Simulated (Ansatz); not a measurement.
# HS (SMILES [SH]): UMP2/cc-pVDZ

Aim: the energy change on altering one bond length of HS at UMP2/cc-pVDZ, from 2 runs. 

The calculation is run with Ansatz 0.2.0.

55 further runs of the same task are left out: 2 that didn't finish, 53 set aside as unsound or not needed.

## Step 1: The structure to begin with

HS has 2 atoms, charge 0, and is taken as a doublet. SMILES: `[SH]`. The shape is that of a PBE0-D4/def2-TZVP optimisation.

Bond lengths: S1–H2 1.346 Å.

## Step 2: The energy at UMP2/cc-pVDZ

Input file in.yaml:

```yaml
crystal:
  periodic: [false, false, false]
  atoms:
    - symbol: S
      position_ang: [0.574560, -0.187810, 0.295460]
    - symbol: H
      position_ang: [-0.574560, 0.187810, -0.295460]
basis:
  gaussian:
    orbitals: cc-pVDZ
magnetization:
  spin_polarized: true
  initial_magnetization: 1
correlation:
  method: mp2
  frozen_orbitals: {H: 0, S: 5}
accuracy: high
```

Run with:

```bash
$ ansatz run in.yaml --threads 1 --pin off --max-ram 3480MiB --events-out events.jsonl --progress --plain --runs-dir runs
```

The log of the run:

```text
Warning: RAYON_NUM_THREADS=1 ignored (pool sized by the plan → 1); use --threads N
Functional definition: HF
  name "HF"
  exchange = exact_x
  correlation = 0
415 factors; integrals over basis functions are off by at most 3.0e-9 eV
mean field evaluation 1: about -10832.1964 eV, gradient 6.2e0 eV
mean field evaluation 2: about -10832.2019 eV, gradient 6.3e0 eV
mean field evaluation 4: about -10832.5479 eV, gradient 6.1e-1 eV
mean field evaluation 8: about -10832.5524 eV, gradient 1.6e-3 eV
mean field evaluation 16: about -10832.5524 eV, gradient 1.3e-8 eV
mean field evaluation 32: about -10832.5515 eV, gradient 2.9e-1 eV
mean field -10832.55235535 eV, -398.0889564912 hartree, gradient 1.3e-8 eV, S^2 0.758859; 2 other end points of the search recorded, 0 dependent functions left out
5 core orbitals not correlated: weight in the atoms' cores, before any rotation towards them, 1.000 or more for the frozen orbitals, at most 0.000 for the correlated occupied ones
reference -10832.55235535 eV, -398.0889564912 hartree; 4, 3 occupied and 14, 15 virtual orbitals, 415 factors
second order -3.05116566 eV of doubles, -0.00000000 eV of singles
Total energy: -10835.60352101 eV, -398.2010847611 hartree
```

It took 0.22 s on 1 thread of Arm Neoverse V1, shared host.

## Step 3: The distorted shape, same level

Input file run.yaml:

```yaml
crystal:
  periodic: [false, false, false]
  atoms:
    - {symbol: S, position_ang: [0.861880, -0.281728, 0.443211]}
    - {symbol: H, position_ang: [-0.574560, 0.187810, -0.295460]}
basis:
  gaussian: {orbitals: cc-pVDZ}
magnetization: {spin_polarized: true, initial_magnetization: 1}
correlation: {method: mp2, frozen_orbitals: {H: 0, S: 5}}
accuracy: high
```

Run with:

```bash
$ ansatz run run.yaml --threads 1 --pin off --max-ram 3480MiB --events-out events.jsonl --progress --plain --runs-dir runs
```

The log of the run, shortened:

```text
Warning: RAYON_NUM_THREADS=1 ignored (pool sized by the plan → 1); use --threads N
[... 2 set-up lines as earlier in the session ...]
[...]
412 factors; integrals over basis functions are off by at most 3.0e-9 eV
[...]
mean field -10831.57211504 eV, -398.0529333245 hartree, gradient 3.4e-8 eV, S^2 0.774868; 4 other end points of the search recorded, 0 dependent functions left out
5 core orbitals not correlated: weight in the atoms' cores, before any rotation towards them, 1.000 or more for the frozen orbitals, at most 0.000 for the correlated occupied ones
reference -10831.57211504 eV, -398.0529333245 hartree; 4, 3 occupied and 14, 15 virtual orbitals, 412 factors
second order -3.13065650 eV of doubles, -0.00000000 eV of singles
Total energy: -10834.70277155 eV, -398.1679828290 hartree
```

Wall time 0.24 s (1 thread of Arm Neoverse V1, shared host).

## Step 4: What came out

Level: UMP2/cc-pVDZ, 5 core orbitals frozen.

```
                                                         quantity          value
                                        first shape: total energy  -398.20108 Eh
         first shape: correlation energy (5 core orbitals frozen)     -112.1 mEh
                   first shape: ⟨S²⟩ of the reference determinant          0.759
                                    distorted shape: total energy  -398.16798 Eh
     distorted shape: correlation energy (5 core orbitals frozen)     -115.0 mEh
               distorted shape: ⟨S²⟩ of the reference determinant          0.775
energy change with the S1–H2 bond stretched from 1.346 to 1.682 Å       0.901 eV
```

In words: With the S1–H2 bond stretched from 1.346 to 1.682 Å the energy rises by 0.90 eV (20.8 kcal/mol). The first shape isn't relaxed at this level, so the change isn't measured from a minimum.
